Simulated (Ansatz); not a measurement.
**Rhodium, fcc: convergence with Methfessel-Paxton smearing**

Computed with Ansatz, PBE, scalar-relativistic PAW, on the relaxed cell (a = 3.832 Å; spin not included). Errors count from a run at 420 eV on a Γ-centred 23×23×23 mesh with Fermi-Dirac smearing of 0.1 eV, extrapolated to zero width. Fixed here: cutoff 420 eV, mesh 14×14×14. The SCF starts from atomic densities corrected by a trained network.

| width (eV) | E(σ→0) error (meV/atom) | F error (meV/atom) | P (GPa) | SCF iterations |
| --- | --- | --- | --- | --- |
| 0.01 | -0.6 | -0.6 | -0.39 | 5 |
| 0.03 | -0.6 | -0.5 | -0.39 | 5 |
| 0.1 | -0.5 | -0.7 | -0.39 | 5 |
| 0.2 | -1.5 | -0.9 | -0.48 | 5 |
| 0.3 | -0.7 | 1.1 | -0.55 | 5 |
| 0.6 | 5.2 | 3.2 | -0.23 | 5 |
| 1.0 | 3.5 | -12.7 | 0.67 | 6 |
